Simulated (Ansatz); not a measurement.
System: cubic perovskite BaTiO3 (cubic high-temperature phase). Method: BLYP (Ansatz, a program for electronic structure, PAW).

Run with plane-wave cutoff 520 eV, 8×8×8 k mesh, Fermi–Dirac smearing 0.01 eV, no spin polarisation, scalar-relativistic PAW data made under PBE.

Results at a series of volumes:

```json
[
 {"V (Å³/atom)": "12.620", "E − E_lowest (meV/atom)": "25.64"},
 {"V (Å³/atom)": "12.889", "E − E_lowest (meV/atom)": "10.96"},
 {"V (Å³/atom)": "13.157", "E − E_lowest (meV/atom)": "2.64"},
 {"V (Å³/atom)": "13.426", "E − E_lowest (meV/atom)": "0.00"},
 {"V (Å³/atom)": "13.694", "E − E_lowest (meV/atom)": "2.46"},
 {"V (Å³/atom)": "13.963", "E − E_lowest (meV/atom)": "9.48"},
 {"V (Å³/atom)": "14.231", "E − E_lowest (meV/atom)": "20.59"}
]
```

Problem. Fit the third-order Birch–Murnaghan equation and give B0 and B′.

Solution. V0 = 13.426 Å³/atom, B0 = 152 GPa, B′ = 4.5 (fit to the energies at full precision).

Measured, for comparison: bulk modulus 162 GPa (temperature not stated, not corrected to a static lattice, our sources range from 162 to 173; as tabulated in Matsushita et al. (2011), arXiv:1104.2769). Computed (rounded) less measured: bulk modulus -6 % (-6 % to -12 % over the range).

Note: the relaxation could not lower the start's symmetry, so the cell can be a saddle point above a distorted one.

Spin–orbit coupling is not included.
